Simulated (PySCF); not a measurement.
# Potential energy of PS along the bond

Set-up: P def2-TZVP, S def2-TZVP; no relativity (PySCF 2.14). Energies in eV from P + S in their ground configurations at the same level. State: ²Π (doublet), unpaired electrons π ↑.

```tsv
R (Å)	PBE0
1.631	-2.677
1.707	-3.698
1.783	-4.255
1.840	-4.449
1.897	-4.499
1.954	-4.438
2.030	-4.231
2.125	-3.840
2.239	-3.303
2.390	-2.624
```

Task: Put a parabola through the three lowest points of the PBE0 curve and estimate Re, k and ωe (reduced mass 15.73 u; 1 eV/Å² = 0.16022 mdyn/Å; ωe = 1302.8·√(k/μ) cm⁻¹).

Result: Through R = 1.84, 1.897, 1.954 Å the second-order coefficient is 17.1 eV/Å², so Re ≈ 1.894 Å, k ≈ 5.47 mdyn/Å and ωe ≈ 769 cm⁻¹. A polynomial fit of higher order to the unrounded PBE0 energies gives Re = 1.892 Å, k = 5.58 mdyn/Å, ωe = 776 cm⁻¹; anharmonicity and rounding make the difference.

The higher-order fit for each curve: PBE0: Re = 1.892 Å, ωe = 776 cm⁻¹, De = 4.50 eV.

⟨S²⟩ of the unrestricted solution departs from its pure value on part of the curve, where spin states mix. The state is the lowest determinant that a PBE0 search found; another state may lie lower at other levels.
